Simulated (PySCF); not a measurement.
C₃H₆. Atoms are numbered in the order given.

```xyz
9

C     -0.1625     1.2306     0.0000
C      0.4564    -0.1356     0.0000
C     -0.2221    -1.2749     0.0000
H      0.1523     1.8006     0.8796
H      0.1523     1.8006    -0.8796
H     -1.2529     1.1705     0.0000
H      1.5446    -0.1709     0.0000
H     -1.3086    -1.2858     0.0000
H      0.2812    -2.2356     0.0000
```

Coordinates come from a ωB97X-D3(BJ)/def2-TZVP optimisation.

Calculation: HF/def2-TZVPD run with PySCF.

Symmetry labels are those of the subgroup Cs that the program uses (full group Cs).

Question: List the valence orbital energies around the gap with their symmetry. (Estimate from the structure and the level; the computed values follow.)

Answer: 
```
orbital  symmetry  energy (eV)
-------  --------  -----------
HOMO−7         A'       -25.38
HOMO−6         A'       -20.58
HOMO−5         A'       -17.39
HOMO−4         A'       -15.87
HOMO−3         A"       -15.44
HOMO−2         A'       -14.25
HOMO−1         A'       -13.33
HOMO           A"        -9.81
LUMO           A'         2.14
LUMO+1         A'         2.53
LUMO+2         A'         2.64
LUMO+3         A"         3.92
```
